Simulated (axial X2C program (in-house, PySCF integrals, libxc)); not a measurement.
## Potential curves of SiO⁻, two-component

Calculated with an axial X2C code built on PySCF integrals. Two-component (2c) means X2C with spin–orbit coupling and atomic mean-field two-electron Coulomb and Gaunt terms. Basis: Si dyall-av3z [9s8p3d2f], O dyall-av3z [7s6p3d2f] (cores contracted in-house); Gaussian nuclei, density fitting, unrestricted open shells. Masses: Si 27.977 u, O 15.995 u.

State: Ω = 1/2 (⟨Sz⟩ = -0.50, ⟨Lz⟩ = 1.00 at r2SCAN). Energies in kJ/mol from the fragments at the same level (Si- + O). Fits are polynomials in 1 − R0/R over 0.85 to 1.23 times the lowest point R0.

```tsv
R (Å)	r2SCAN	PBE0
1.3581	-510.23	-501.88
1.4205	-588.16	-578.25
1.4673	-621.70	-610.82
1.5142	-639.25	-627.51
1.5610	-644.48	-631.93
1.6156	-638.96	-625.46
1.6703	-624.28	-609.75
1.7405	-596.30	-580.32
1.8264	-553.61	-535.54
1.9512	-484.17	-462.66
```

The state is one determinant whose occupation by symmetry is held fixed; it was picked as the lowest of a PBE0 search that is not exhaustive. Dissociation energies refer to the lowest single-determinant-based atoms at the same level and basis. Density functionals use the spin component along the axis (collinear). The highest occupied level is positive at some bond lengths even in Hartree–Fock (under at least one Hamiltonian), so the basis set holds the extra electron there; where that holds at Re the anion is at best weakly bound and its constants depend on the basis. The 2c atoms are single determinants rather than J levels; their spin–orbit lowering is only partly caught, and De is too large by that part. This holds for r2SCAN, PBE0. Without a current term, density functionals place determinants with orbital angular momentum somewhat too high.

(1) Fit the r2SCAN curve near its minimum: give the equilibrium distance, the harmonic wavenumber and the well depth.

(2) Fit the PBE0 curve near its minimum: give the equilibrium distance, the harmonic wavenumber and the well depth.

## Answers

(1) At r2SCAN, 2c: Re = 1.562 Å, ωe ≈ 1080 cm⁻¹, De = 6.68 eV to Si- + O; Be follows as 0.679 cm⁻¹.

(2) At PBE0, 2c: Re = 1.558 Å, ωe ≈ 1090 cm⁻¹, De = 6.55 eV to Si- + O; Be follows as 0.683 cm⁻¹.
